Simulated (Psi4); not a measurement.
# AlH2OF (SMILES [OH][AlH][F]) at BHLYP/def2-TZVP

What is the vertical singlet–triplet gap of AlH2OF at BHLYP/def2-TZVP? 

The calculation is run with Psi4 1.11.

## (1) The structure to begin with

The species is AlH2OF (5 atoms), meant as a singlet with charge 0. SMILES: `[OH][AlH][F]`. The shape comes from GFN2-xTB, which is rough for such elements, and wasn't checked as a minimum. This is one conformer, not always the lowest.

Bond lengths: O1–Al2 1.635 Å, Al2–F3 1.650 Å, O1–H4 0.946 Å, Al2–H5 1.492 Å. Angles: O1–Al2–F3 123.4°, O1–Al2–H5 119.8°, F3–Al2–H5 116.9°, Al2–O1–H4 177.6°.

## (2) Energy and forces at BHLYP/def2-TZVP

File input.in:

```
memory 1.6 GB

molecule mol {
  0 1
  O     -1.93077098     0.61569167    -0.61845067
  Al     0.89378377    -0.26287980     0.27230953
  F      1.47168091    -2.96101186     1.72354361
  H     -3.53594214     1.18801412    -1.16091545
  H      3.10122954     1.42018587    -0.21648702
  units au
  symmetry c1
}

set basis def2-TZVP
set reference rks
set puream true
set e_convergence 1e-09
set d_convergence 1e-08
set scf_type pk
set dft_radial_points 99
set dft_spherical_points 590

e, wfn = gradient("bhhlyp", return_wfn=True)
oeprop(wfn, "QUADRUPOLE", "MAYER_INDICES", "WIBERG_LOWDIN_INDICES", title="BHHLYP")
```

The run is started by

```console
$ psi4 input.in input.out -n 1
```

input.out:

```text
[...]
  Running in c1 symmetry.
[...]
  Nuclear repulsion =  100.879089164289994
[...]
  Multiplicity = 1
[...]
  Nalpha       = 16
  Nbeta        = 16
[...]
    Number of basis functions: 111
[...]
   @RKS iter   1:  -418.61422238720752   -7.03388e-01   7.52571e-03 DIIS/ADIIS
[...]
   @RKS iter  10:  -418.84290838915013   -1.08002e-11   5.48616e-09 DIIS
[...]
    Orbital Energies [Eh]
    ---------------------
    Doubly Occupied:
       1A    -56.974473     2A    -25.258546     3A    -19.670613
       4A     -4.433897     5A     -2.901352     6A     -2.897057
       7A     -2.895797     8A     -1.294406     9A     -1.119721
      10A     -0.634033    11A     -0.539456    12A     -0.494780
      13A     -0.492907    14A     -0.427003    15A     -0.418840
      16A     -0.393728
[...]
  @RKS Final Energy:  -418.84290838915013
   => Energetics <=
    Nuclear Repulsion Energy =            100.8790891642899936
    One-Electron Energy =                -783.4463348171909729
    Two-Electron Energy =                 283.6487816900600478
    DFT Exchange-Correlation Energy =     -19.9244444263092291
    Empirical Dispersion Energy =           0.0000000000000000
    VV10 Nonlocal Energy =                  0.0000000000000000
    Total Energy =                       -418.8429083891501250
[...]
  -Total Gradient:
     Atom            X                  Y                   Z
    ------   -----------------  -----------------  -----------------
       1        0.011356703763    -0.001729857769     0.002720412917
       2        0.009661839462     0.015148839145    -0.006240803581
       3        0.004701267193    -0.007243047828     0.004460597114
       4       -0.009443976826     0.004662239880    -0.003829596714
       5       -0.016295087325    -0.010809216078     0.002870814778
[...]
 Multipole Moments:
 ------------------------------------------------------------------------------------
     Multipole            Electronic (a.u.)      Nuclear  (a.u.)        Total (a.u.)
 ------------------------------------------------------------------------------------
 L = 1.  Multiply by 2.5417464519 to convert [e a0] to [Debye]
 Dipole X            :          0.8292094           -1.3954114           -0.5662020
 Dipole Y            :         -2.3151021            2.9063896            0.5912875
 Dipole Z            :          1.2899930           -1.6810587           -0.3910657
 Magnitude           :                                                    0.9072695
 L = 2.  Multiply by 1.3450342976 to convert [e a0^2] to [Debye ang]
 Quadrupole XX       :        -94.8411546           79.3600764          -15.4810782
 Quadrupole XY       :         44.2425147          -45.3809832           -1.1384685
[...]
```

Wall time 24 s (1 thread of Intel Xeon Platinum 8275CL at 3.00GHz (Skylake/Cascade Lake), shared host); peak memory 0.63 GiB.

## (3) The triplet at the same level

File alfh2o.json:

```json
{
  "schema_name": "qcschema_input",
  "schema_version": 1,
  "molecule": {
    "schema_name": "qcschema_molecule",
    "schema_version": 2,
    "symbols": ["O", "Al", "F", "H", "H"],
    "geometry": [-1.93077098, 0.61569167, -0.61845067, 0.89378377, -0.2628798, 0.27230953, 1.47168091, -2.96101186, 1.72354361, -3.53594214, 1.18801412, -1.16091545, 3.10122954, 1.42018587, -0.21648702],
    "molecular_charge": 0,
    "molecular_multiplicity": 3,
    "fix_symmetry": "c1",
    "fix_com": true,
    "fix_orientation": true
  },
  "driver": "gradient",
  "model": {
    "method": "bhhlyp",
    "basis": "def2-TZVP"
  },
  "keywords": {
    "reference": "uks",
    "puream": true,
    "e_convergence": 1e-09,
    "d_convergence": 1e-08,
    "scf_type": "pk",
    "dft_radial_points": 99,
    "dft_spherical_points": 590,
    "maxiter": 200,
    "scf_properties": ["LOWDIN_CHARGES", "QUADRUPOLE", "WIBERG_LOWDIN_INDICES"]
  }
}
```

The run is started by

```console
$ psi4 --qcschema alfh2o.json -n 1 --memory 1600MB
```

stdout:

```text
[...]
  Running in c1 symmetry.
[...]
  Nuclear repulsion =  100.879089164289994
[...]
  Multiplicity = 3
[...]
  Nalpha       = 17
  Nbeta        = 15
[...]
    Number of basis functions: 111
[...]
   @UKS iter   1:  -418.30772610875886   -3.96892e-01   7.66937e-03 DIIS/ADIIS
[...]
   @UKS iter  21:  -418.57212918969657   -3.26850e-11   4.07403e-09 DIIS
[...]
   @S^2 Observed:                2.012907906E+00
[...]
    Orbital Energies [Eh]
    ---------------------
    Alpha Occupied:
       1A    -56.995876     2A    -25.264021     3A    -19.733385
       4A     -4.457166     5A     -2.924621     6A     -2.924273
       7A     -2.919520     8A     -1.300583     9A     -1.181405
      10A     -0.683485    11A     -0.587051    12A     -0.535302
      13A     -0.502431    14A     -0.495095    15A     -0.480480
      16A     -0.474488    17A     -0.130905
    Alpha Virtual:
      18A     -0.012978    19A      0.049791    20A      0.084682
      21A      0.109146    22A      0.156645    23A      0.183933
      24A      0.228071    25A      0.239626    26A      0.248800
[...]
  @UKS Final Energy:  -418.57212918969657
   => Energetics <=
    Nuclear Repulsion Energy =            100.8790891642899936
    One-Electron Energy =                -782.3924985934827419
    Two-Electron Energy =                 282.8054632178182146
    DFT Exchange-Correlation Energy =     -19.8641829783220594
    Empirical Dispersion Energy =           0.0000000000000000
    VV10 Nonlocal Energy =                  0.0000000000000000
    Total Energy =                       -418.5721291896965681
[...]
 Multipole Moments:
 ------------------------------------------------------------------------------------
     Multipole            Electronic (a.u.)      Nuclear  (a.u.)        Total (a.u.)
 ------------------------------------------------------------------------------------
 L = 1.  Multiply by 2.5417464519 to convert [e a0] to [Debye]
 Dipole X            :         -9.5649113            8.9834368           -0.5814746
 Dipole Y            :         23.5306012          -22.5328108            0.9977905
 Dipole Z            :        -13.2894259           12.7269085           -0.5625174
 Magnitude           :                                                    1.2845716
 L = 2.  Multiply by 1.3450342976 to convert [e a0^2] to [Debye ang]
 Quadrupole XX       :        -95.0547897           81.8211690          -13.2336208
 Quadrupole XY       :         52.7807634          -51.5799354            1.2008280
[...]
  -Total Gradient:
     Atom            X                  Y                   Z
    ------   -----------------  -----------------  -----------------
       1        0.028245591553    -0.004644159284     0.006328797053
       2        0.023639695996     0.052422876624    -0.020509085386
       3       -0.001093819015    -0.003227822774     0.000804105918
       4       -0.008865200378    -0.004724662023     0.000847664841
       5       -0.041945206180    -0.039797549127     0.012510135568
[...]
```

The result, in JSON:

```text
{
 "driver": "gradient",
 "model": {
  "method": "bhhlyp",
  "basis": "def2-TZVP"
 },
 "success": true,
 "return_result": [0.028245591553358408, -0.004644159283982378, 0.006328797052641569, 0.02363969599563697, 0.05242287662379144, -0.02050908538554985, -0.0010938190152853591, -0.0032278227743843813, 0.0008041059184606958, -0.008865200378235738, -0.004724662022901005, 0.0008476648414929705, -0.04194520618019725, -0.03979754912672044, 0.012510135568075143],
 "properties": {
  "calcinfo_nbasis": 111,
  "calcinfo_nmo": 111,
  "calcinfo_nalpha": 17,
  "calcinfo_nbeta": 15,
  "calcinfo_natom": 5,
  "nuclear_repulsion_energy": 100.87908916429,
  "return_energy": -418.57212918969657,
  "return_gradient": [0.028245591553358408, -0.004644159283982378, 0.006328797052641569, 0.02363969599563697, 0.05242287662379144, -0.02050908538554985, -0.0010938190152853591, -0.0032278227743843813, 0.0008041059184606958, -0.008865200378235738, -0.004724662022901005, 0.0008476648414929705, -0.04194520618019725, -0.03979754912672044, 0.012510135568075143],
  "scf_one_electron_energy": -782.3924985934827,
  "scf_two_electron_energy": 282.8054632178182,
  "scf_xc_energy": -19.86418297832206,
  "scf_dipole_moment": [-0.5814745764731022, 0.9977904577976524, -0.5625173772575476],
  "scf_total_energy": -418.57212918969657,
  "scf_total_gradient": [0.028245591553358408, -0.004644159283982378, 0.006328797052641569, 0.02363969599563697, 0.05242287662379144, -0.02050908538554985, -0.0010938190152853591, -0.0032278227743843813, 0.0008041059184606958, -0.008865200378235738, -0.004724662022901005, 0.0008476648414929705, -0.04194520618019725, -0.03979754912672044, 0.012510135568075143],
  "scf_iterations": 21
 }
}
```

It took 50 s on 1 thread of Intel Xeon Platinum 8275CL at 3.00GHz (Skylake/Cascade Lake), shared host; peak memory 0.64 GiB.

## (4) Outcome

At BHLYP/def2-TZVP:

```
                                        quantity          value
                           singlet: total energy  -418.84291 Eh
                          singlet: dipole moment         2.31 D
                            singlet: HOMO energy      -10.71 eV
                            singlet: LUMO energy        0.44 eV
                          singlet: HOMO–LUMO gap       11.16 eV
               singlet: largest force on an atom     1.016 eV/Å
                           triplet: total energy  -418.57213 Eh
                          triplet: dipole moment         3.27 D
     triplet: HOMO energy (highest over α and β)       -3.56 eV
                                   triplet: ⟨S²⟩          2.013
               triplet: largest force on an atom     3.140 eV/Å
vertical energy of the triplet above the singlet       7.368 eV
```

In words: At this shape the triplet lies 7.37 eV (170 kcal/mol) above the singlet. The largest force (singlet) is 1.02 eV/Å: the shape isn't a stationary point for this species at this level.
